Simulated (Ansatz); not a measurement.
`[B]Cl` + H–F → `[B]F` + HCl at 600 K and 1 bar (ligand exchange at a B–Cl bond).

Program: Ansatz. Geometries: PBE0-D4/def2-TZVP. ΔE: electronic, gas phase. CBS: def2 TZ/QZ extrapolation, frozen cores.

| species | CCSD(T)/CBS energy (Eh) | H − E (kJ/mol) | S (J/(mol·K)) |
| --- | --- | --- | --- |
| `[B]Cl` | -484.50801 | 24.1 | 236.5 |
| H–F | -100.39431 | 42.3 | 194.0 |
| `[B]F` | -124.56009 | 26.6 | 221.9 |
| HCl | -460.38167 | 35.4 | 207.2 |

H − E and S are ideal-gas, rigid-rotor, harmonic terms from PBE0-D4/def2-TZVP. 1 Eh = 2625.50 kJ/mol, R = 8.31446 J/(mol·K).

Question: By hand: ΔE, ΔH, ΔS and ΔG.

Answer: ΔE = (-124.56009) + (-460.38167) − (-484.50801) − (-100.39431) = -0.03944 Eh = -103.5 kJ/mol. Δ(H − E) = 26.6 + 35.4 − 24.1 − 42.3 = -4.4, so ΔH = -107.9 kJ/mol. ΔS = 221.9 + 207.2 − 236.5 − 194.0 = -1.4 J/(mol·K). ΔG = -107.9 − 600 × (-1.4)/1000 = -107.1 kJ/mol.

Question: By hand: the equilibrium constant, and the temperature at which ΔG would vanish if ΔH and ΔS stayed fixed.

Answer: log₁₀ K = −ΔG/(RT ln 10) = 9.3. ΔG = 0 at ΔH/ΔS = 77071 K, far beyond where these terms or the molecules hold.

The number of gas molecules stays the same, so ΔS is small and ΔH decides. A doubt of 5 kJ/mol in ΔE shifts log₁₀ K by 0.4 here. These are equilibria of isolated gas molecules and say nothing of rates. Largest T1 diagnostic: 0.016 (customary marks: 0.02 for closed shells, 0.045 for open ones).
